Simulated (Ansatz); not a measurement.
Process, species as SMILES: S=C=S → C atom + 2 S atom
B3LYP-D3(BJ)/def2-TZVP geometries, fixed; electronic energies without zero-point terms.
Largest species:
```xyz
3

S      0.0000     0.0000    -1.5527
C      0.0000     0.0000     0.0000
S      0.0000     0.0000     1.5527
```
Charge 0, spin multiplicity 1.

Basis-set convergence of the atomisation energy at wB97M-V with Ansatz (a quantum-chemistry and plane-wave program). Cartesian d functions, on some or all atoms, in 6-31+G*; all else is spherical. The program fits the integrals of some runs and decomposes those of others, by size. Open shells are unrestricted. The functional holds VV10 correlation; no added dispersion term, no relativity. Functions are those of the species that has most. Reference: the value in aug-cc-pV(5+d)Z, 281.05 kcal/mol, itself unsure by roughly 0.13 kcal/mol (its mean distance from pcseg-4, aug-pcseg-3, aug-cc-pV(Q+d)Z). Deviations are taken from unrounded values.

```tsv
basis	functions	atomisation energy (kcal/mol)	minus reference (kcal/mol)
3-21G	35	235.06	-45.99
pcseg-0	35	229.04	-52.01
def2-SVP	50	281.89	0.84
cc-pV(D+d)Z	60	278.99	-2.06
6-31+G*	65	271.16	-9.89
aug-cc-pV(D+d)Z	87	276.60	-4.45
def2-TZVP	105	281.50	0.45
def2-TZVPD	129	280.97	-0.08
jun-cc-pV(T+d)Z	135	279.99	-1.06
def2-TZVPPD	139	280.98	-0.07
aug-cc-pV(Q+d)Z	258	280.92	-0.13
cc-pV(5+d)Z	291	281.13	0.08
pcseg-4	311	281.24	0.19
```
